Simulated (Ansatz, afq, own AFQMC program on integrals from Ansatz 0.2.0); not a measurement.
**Atomization energy of BGeH4, doublet**

```xyz
6

Ge    0.0000    0.0000    0.2823
B     0.0000    0.0000   -1.6912
H     0.0000    1.2553    1.1670
H     0.0000   -1.2553    1.1670
H     0.0000    1.0424   -2.2706
H     0.0000   -1.0424   -2.2706
```

Connectivity, by distances: GeH2–BH2.

Atoms in their ground-state spins without spin–orbit coupling (mostly on UHF) minus the molecule (UHF), without zero-point energy. The geometry is a stationary point, not shown to be a minimum.

Basis 6-31G. Only valence electrons are correlated. Ansatz 0.2.0 and our own AFQMC program on the same integrals; the CISD trial comes from CCSD amplitudes, and released means the phaseless constraint is let go. Free projection: walkers drawn from exp(T), propagated without any constraint. Its projection time is finite, and what remains of the start isn't in its error. Error bars are statistical, one sigma. No spin–orbit coupling. The errors of all members are added in quadrature.

No full CI on the walks' own integrals is used here. The released AFQMC energy serves as the reference, which it does only where one determinant dominates, the energy is flat over the last release times and near the phaseless one (40 meV or 2 meV an electron, half that with transition metals). On small molecules, where full CI could be run and the noise was under 10 meV, such values lay within 10 meV of it in 19 cases of 20, a flattering rate, since the rule was set on those same cases; what remains of the bias isn't in the error bar. Each member takes its own surest rung, up to full CI.

Errors are counted within 6-31G, not against nature.

Cautions: inner d shell frozen; no relativity below Rb; no spin-orbit coupling; BGeH₄ (doublet): the released value is read at 2.40 1/Eh (meV from the phaseless value at times in 1/Eh: -3.3 ± 1.6 at 0.24, -3.6 ± 1.3 at 0.51, -6.3 ± 1.1 at 0.99, -5.8 ± 1.1 at 1.62, -7.8 ± 1.2 at 2.40).

Reference (AFQMC with the constraint released): 328.4 ± 0.03 kcal/mol.

```json
{"level": "HF", "atomization energy (kcal/mol)": "287.1", "error against released AFQMC (kcal/mol)": "-41.3 ± 0.03"}
{"level": "MP2", "atomization energy (kcal/mol)": "324.6", "error against released AFQMC (kcal/mol)": "-3.8 ± 0.03"}
{"level": "CCSD", "atomization energy (kcal/mol)": "326.6", "error against released AFQMC (kcal/mol)": "-1.8 ± 0.03"}
{"level": "CCSD(T)", "atomization energy (kcal/mol)": "328.0", "error against released AFQMC (kcal/mol)": "-0.4 ± 0.03"}
{"level": "ph-AFQMC/HF", "atomization energy (kcal/mol)": "331.9 ± 0.6", "error against released AFQMC (kcal/mol)": "3.6 ± 0.6"}
{"level": "ph-AFQMC/CISD", "atomization energy (kcal/mol)": "328.2 ± 0.05", "error against released AFQMC (kcal/mol)": "-0.1 ± 0.06"}
{"level": "free AFQMC", "atomization energy (kcal/mol)": "328.3 ± 0.02", "error against released AFQMC (kcal/mol)": "0.0 ± 0.03"}
```

Correlation beyond CCSD(T) adds 0.4 ± 0.03 kcal/mol. The perturbative (T) step is worth +1.4 kcal/mol.

Free projections are given only where their last times agree within the noise and don't stop above the reference; a slow remainder of the start can still hide under it. A walk keeps the symmetry of its determinant, which the program's search chose and which needn't be the lowest solution, so a lower state of the same spin and another symmetry isn't excluded. Released energies are given only where the last usable release times agree within the noise; a slower fall can still hide under it.
